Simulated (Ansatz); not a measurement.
# Worked example: a bond strength in BNH2Cl (SMILES N[B]Cl)

BNH2Cl: 5 atoms, total charge 0, spin state doublet. SMILES: `N[B]Cl`. The shape was relaxed beforehand at wB97X-V/def2-SVP. This is one conformer, not always the lowest.

```tsv
atom	x (Å)	y (Å)	z (Å)
N	-0.3379	0.4137	-0.2559
B	-0.1032	-0.5479	0.7135
Cl	1.3533	-1.5306	0.7812
H	-1.1849	0.9691	-0.2790
H	0.3226	0.6220	-1.0013
```

Wanted: the dissociation energy of the Cl3–B2 bond into doublet Cl and singlet BNH2 (shapes relaxed at wB97X-V/def2-SVP, no zero-point term). 1 Eh = 2625.50 kJ/mol = 27.2114 eV. Totals in Eh; open shells run unrestricted unless said.

| level | program | BNH2Cl | doublet Cl | singlet BNH2 |
| --- | --- | --- | --- | --- |
| UHF/def2-TZVPP | Ansatz | -539.874258 | -459.476850 | -80.277161 |
| USVWN5/def2-TZVPP | Ansatz | -538.848140 | -458.649896 | -80.022569 |
| UPBE/def2-TZVPP | Ansatz | -540.770635 | -459.958430 | -80.656705 |

Work out the dissociation energy at each level.


1. UHF/def2-TZVPP: (-459.476850) + (-80.277161) − (-539.874258) = 0.120247 Eh = 315.7 kJ/mol = 3.27 eV.
2. USVWN5/def2-TZVPP: (-458.649896) + (-80.022569) − (-538.848140) = 0.175675 Eh = 461.2 kJ/mol = 4.78 eV.
3. UPBE/def2-TZVPP: (-459.958430) + (-80.656705) − (-540.770635) = 0.155500 Eh = 408.3 kJ/mol = 4.23 eV.

The levels span 316 to 461 kJ/mol; no measured value is set beside them. Hartree–Fock lacks the correlation of the bonding electrons, so it comes out low. A fragment with an even electron count was run as a singlet and may have a lower triplet. A bond enthalpy at 298 K also holds the loss of zero-point energy and thermal terms.
